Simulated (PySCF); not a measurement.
Potential energy curve for Na₂, singlet.

Level of theory: CCSD(T) on UHF/cc-pVDZ, 2 core orbitals frozen run with PySCF 2.14.0.

Relative to R = 3.17 Å, what are the energies at R = 2.94, 5.17, 6.25, 9.19 Å?

0.9 kcal/mol at 2.94 Å, 12.3 kcal/mol at 5.17 Å, 15.2 kcal/mol at 6.25 Å, 16.0 kcal/mol at 9.19 Å.

The unrestricted determinant behind UCCSD(T) is spin-contaminated at 2.50 to 9.19 Å (<S²> up to 1.0, against 0.00 for a pure singlet).
